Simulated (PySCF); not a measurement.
**Frontier orbitals and the lowest excitations**

P2H4.
Structure used (PBE0-D3(BJ)/def2-SVP), in Å, numbered top down from 1:
```
atom  x, y, z in Å
P1     0.5209    0.9413   -0.3438
P2    -0.5419   -0.9328    0.2900
H3     1.3605    0.9571    0.8137
H4     1.5000    0.2337   -1.1099
H5    -1.4137   -0.9289   -0.8440
H6    -1.4922   -0.2237    1.0900
```

The calculation used TDDFT wB97X-D/def2-SVPD, vertical, gas phase, core orbitals frozen in the response (PySCF 2.14.0, density-fitted response routines).

Frontier orbitals with the atoms that hold most of them (Löwdin shares over 4%, at most four atoms; ? is withheld):

```csv
orbital,ε (eV),atoms
LUMO+2,2.24,"P2 37%, P1 36%, H5 7%, H3 7%"
LUMO+1,1.92,"P2 32%, P1 32%, H6 9%, H3 9%"
LUMO,1.42,?
HOMO,-8.69,?
HOMO-1,-11.16,"P2 39%, P1 39%, H6 6%, H3 6%"
HOMO-2,-11.44,"P1 35%, P2 35%, H4 8%, H5 8%"
HOMO-3,-12.11,"P2 25%, P1 25%, H5 13%, H4 13%"
```

(1) Give the leading atoms of the LUMO.

(2) Give the leading atoms of the HOMO.

(3) How does S1 compare with the orbital gap of 10.11 eV?

(4) One configuration dominates each of S1, S2 and S6. Which, and how do the shares of the two leading atoms of either orbital change from the occupied to the empty one?

Results:

(1) P1 (bonded to P and 2 H) 41%; P2 (bonded to P and 2 H) 41%; H3 (bonded to P) 5%; H6 (bonded to P) 5%. By element: phosphorus 81%, hydrogen 9% or more.

(2) P2 (bonded to P and 2 H) 42%; P1 (bonded to P and 2 H) 42%; H5 (bonded to P) 4%; H4 (bonded to P) 4%. By element: phosphorus 84%, hydrogen 8% or more.

(3) S1 is at 5.76 eV (f = 0.223), 4.34 eV below the gap, made of HOMO→LUMO (94%). Without the coupling terms of the response equations the lowest excitation would equal the gap.

(4) 
- S1 (5.76 eV, f 0.223), HOMO→LUMO (94%): P2 42% → 41%, P1 42% → 41%
- S2 (6.08 eV, f 0.0001), HOMO→LUMO+1 (98%): P2 42% → 32%, P1 42% → 32%
- S6 (7.74 eV, f 0.0000), HOMO-1→LUMO (84%): P2 39% → 41%, P1 39% → 41%

Hardware: one thread, Arm Neoverse V1 (aarch64), on a shared host. Cost: 2.5 s, 0.36 GiB resident at most.

One conformer stands for the species.
